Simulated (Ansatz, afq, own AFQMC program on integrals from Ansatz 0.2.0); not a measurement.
# The C1–H3 bond of CH₂O, singlet, worked out

```yaml
atoms:
  - { symbol: C, position_ang: [0.0010, 0.0008, 0.0012] }
  - { symbol: O, position_ang: [0.6965, 0.5477, 0.8062] }
  - { symbol: H, position_ang: [-0.5500, 0.5605, -0.7970] }
  - { symbol: H, position_ang: [-0.1476, -1.1091, -0.0103] }
```

The molecule and both fragments are relaxed with PBE0/def2-SVP; the fragments keep their bonds.

Basis def2-TZVP. Only valence electrons are correlated. Integrals, coupled cluster, full CI and functionals: Ansatz 0.2.0; the random walks run on the same integrals in our own AFQMC program. The CISD trial takes its coefficients from CCSD amplitudes. Released means that phaseless walkers are propagated on without the constraint, phases kept. ± is one standard error of the sampling.

Total energies in eV. CBS is CCSD(T) at the limit of def2-TZVPP/QZVPP (extrapolated itself); the highest rung of each member is named.

| member | count | CCSD(T)/def2-TZVP | highest rung in def2-TZVP | which | CCSD(T)/CBS |
| --- | --- | --- | --- | --- | --- |
| CHO, doublet | +1 | -3093.5326 | -3093.5750 | CCSDT(Q) | -3094.9575 |
| H (doublet) | +1 | -13.6005 | -13.6005 | FCI | -13.6059 |
| CH₂O, singlet | -1 | -3111.1256 | -3111.1593 | CCSDT(Q) | -3112.6977 |

Problem. Work out the best estimate of the bond energy: the CCSD(T)/CBS difference plus the step from CCSD(T) to the highest rung.

Solution. Sums with the counts: CCSD(T)/CBS 4.1343 eV, highest rung 3.9838 eV, CCSD(T)/def2-TZVP 3.9925 eV. The step is 3.9838 − 3.9925 = -0.0087 eV, so the best estimate is 4.1343 + (-0.0087) = 4.1256 eV. The basis set is worth 0.142 eV of it. Zero-point, core-correlation and spin–orbit terms aren't in it.

Best estimates are given only where the step beyond CCSD(T) is under 0.3 eV and no member's determinant is very poor (T1 over 0.05, or 0.07 for open shells, ⟨S²⟩ too high by 0.3, two states mixed), so the hardest cases are missing from such tables.

CCSDT and higher add their correlation energy to the determinant of the CCSD(T) run, since their own runs factorise the integrals more tightly (a shift of under 2 meV). Each member of a difference takes its own highest rung, so a best estimate needn't equal the limit plus the step of one row.
